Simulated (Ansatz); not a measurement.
Volume per atom (Å³/atom) of 20 elemental metals, computed with PBEsol (plane waves, PAW; Ansatz, a first-principles code) and with r²SCAN (Ansatz, PAW). The set holds measured phases with no doubt noted on the run or the magnetic state but for the caveats below. Solids without a value at one level (not run, failed, or a magnetic order lost), or held back for tests, aren't counted.

All rows, in order of the shift (worked out from unrounded values):

| solid | PBEsol | r²SCAN | shift (%) |
|---|---|---|---|
| hcp Mg | 22.51 | 22.57 | +0.3 |
| α-phase Ga | 19.06 | 19.19 | +0.7 |
| hcp Be | 7.84 | 7.91 | +0.9 |
| hcp Os | 13.89 | 14.02 | +0.9 |
| hcp Re | 14.55 | 14.70 | +1.0 |
| hcp Ru | 13.32 | 13.49 | +1.3 |
| hcp Tc | 14.00 | 14.20 | +1.4 |
| hcp Zn | 14.22 | 14.47 | +1.7 |
| hcp Co | 10.37 | 10.64 | +2.5 |
| white tin (β-Sn) | 26.88 | 27.59 | +2.6 |
| body-centred tetragonal In | 25.55 | 26.26 | +2.8 |
| hcp Hf | 21.61 | 22.35 | +3.5 |
| hcp Ti | 16.73 | 17.31 | +3.5 |
| hcp Cd | 21.02 | 21.99 | +4.6 |
| hcp Zr | 22.46 | 23.50 | +4.6 |
| hcp Tl | 28.61 | 30.14 | +5.3 |
| hcp Sc | 23.65 | 24.92 | +5.4 |
| hcp Lu | 27.48 | 29.01 | +5.5 |
| hcp Y | 31.33 | 33.48 | +6.9 |
| double-hcp La | 33.96 | 37.27 | +9.8 |

The shift from PBEsol to r²SCAN has a median of +2.7 %, and eight in ten lie between +0.9 % and +5.7 %; r²SCAN is the larger in 20 of 20.

Ansatz's runs of these crystals have no spin polarisation, but for hcp Co. A magnetic state wasn't tried for hcp Sc, hcp Ti, hcp Y with meta-GGA or hybrid levels, which favour moments.

Density-functional runs with spin start from parallel moments for hcp Co.

Spin–orbit coupling is left out, also for the solids with elements from indium on (body-centred tetragonal In, hcp Os, white tin (β-Sn), double-hcp La, hcp Tl, hcp Re, hcp Hf, hcp Lu); its size isn't shown.

Ansatz's density-functional and Hartree–Fock values are scalar-relativistic unless marked +SOC, with PAW data made under PBE.
